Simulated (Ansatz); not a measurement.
H2S2Si (`S[Si]S`) at its PBE0-D4/def2-TZVP geometry, where that method's forces vanish. Total charge 0; spin multiplicity 1.

```xyz
5

S     0.3314    1.2592   -0.1737
Si    0.3159   -0.4848    1.0658
S    -0.7095   -1.8051   -0.2786
H     0.9779    2.0264    0.7212
H    -0.9157   -0.9958   -1.3346
```

Q: What forces (eV/Å) does PBE-D4/def2-TZVPP give on these atoms in Ansatz 0.2.0? (An estimate is asked.)

A: Ansatz gave: 
```
S1  -0.120  0.095 -0.340
Si2  0.132 -0.066  0.345
S3  -0.092 -0.338  0.039
H4   0.128  0.153  0.177
H5  -0.048  0.155 -0.220
```
